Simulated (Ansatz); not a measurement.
**Relaxing ZrRe3**

Method: DFT PBE, scalar-relativistic, plane waves, PAW in Ansatz 0.2.0. Cutoff 420 eV, Γ-centred k mesh, Gaussian smearing, no spin polarisation in the final step.

ZrRe3 was placed on the Ni3Sn (D0_19) structure type (P6_3/mmc, No. 194), with Zr in place of Sn, Re in place of Ni, at a guessed volume.

```
Zr Re
1.0
     5.57334    0.00000    0.00000
    -2.78667    4.82666    0.00000
     0.00000    0.00000    4.47347
Zr Re
2 6
Direct
  0.33333 0.66667 0.25000
  0.66667 0.33333 0.75000
  0.83300 0.66600 0.25000
  0.16700 0.83300 0.75000
  0.33400 0.16700 0.25000
  0.16700 0.33400 0.75000
  0.83300 0.16700 0.25000
  0.66600 0.83300 0.75000
```

Cell and atoms relax at zero pressure; the relaxation can't lower the symmetry of the start. After a coarse first stage the cell is made exact in the group found at 0.06 Å.

Formation energies are uncorrected and refer to the elements' standard structures at the same level.

Question: Describe the relaxed structure.

Answer: It keeps P6_3/mmc (No. 194). The result has the Ni3Sn (D0_19) structure. Conventional cell: a = 5.646 Å, c = 4.799 Å. Around Zr lie 12 Re at 2.82–2.92 Å; around Re lie 8 Re at 2.75–2.89 Å and 4 Zr at 2.82–2.92 Å.

```
Zr Re
1.0
     5.64599    0.00000    0.00000
    -2.82299    4.88957    0.00000
     0.00000    0.00000    4.79921
Zr Re
2 6
Direct
  0.33333 0.66667 0.25000
  0.66667 0.33333 0.75000
  0.83736 0.67471 0.25000
  0.16264 0.83736 0.75000
  0.32529 0.16264 0.25000
  0.16264 0.32529 0.75000
  0.83736 0.16264 0.25000
  0.67471 0.83736 0.75000
```

Question: What are its volume, energy, density and gap?

Answer: The volume per atom is 16.56 Å³ and the density is 16.29 g/cm³. The energy over the elements is 0.25 eV/atom and the gap on the 12×12×8 mesh is 0 eV (a metal).

The final run used a 12×12×8 mesh on its 8-atom cell and 0.10 eV smearing. The k mesh leaves about 4 meV/atom of noise in metals. Spin–orbit coupling is left out. Symmetry constrained the relaxation, so the result can be a saddle point.

Cost: 3 runs of about 3.3 core-minutes in all, on Intel Xeon 6975P-C (Granite Rapids) (shared hosts).